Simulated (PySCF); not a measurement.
Aluminium: highly charged ions in a basis for the neutral atom

Al(6+) [He] 2s2 2p3, Al(7+) [He] 2s2 2p2. Computed with PySCF 2.14 in cc-pVDZ-DK, with scalar relativity by spin-free X2C-1e. No spin-orbit coupling, so a gap to NIST mixes the basis error with missing relativistic terms.

Changed run: basis of the neutral atom used for a highly charged ion. This setting is unsound on purpose.

```
species  method  sound run (hartree)  changed run (hartree)  converged
 Al(6+)     UHF              not run             -222.97446        yes
 Al(6+)  M06-2X              not run             -223.19242        yes
 Al(6+)    BP86              not run             -223.19125        yes
 Al(7+)     UHF              not run             -213.90042        yes
 Al(7+)  M06-2X              not run             -214.10779        yes
 Al(7+)    BP86              not run             -214.10365        yes
```

Ionisation energy of Al(6+):

| method | changed run (eV) | NIST (eV) |
| --- | --- | --- |
| UHF | 246.92 | 241.76 ± 0.09 |
| M06-2X | 247.21 | 241.76 ± 0.09 |
| BP86 | 247.29 | 241.76 ± 0.09 |

The contracted functions were made for the neutral atom and can be too rigid for a highly charged ion.
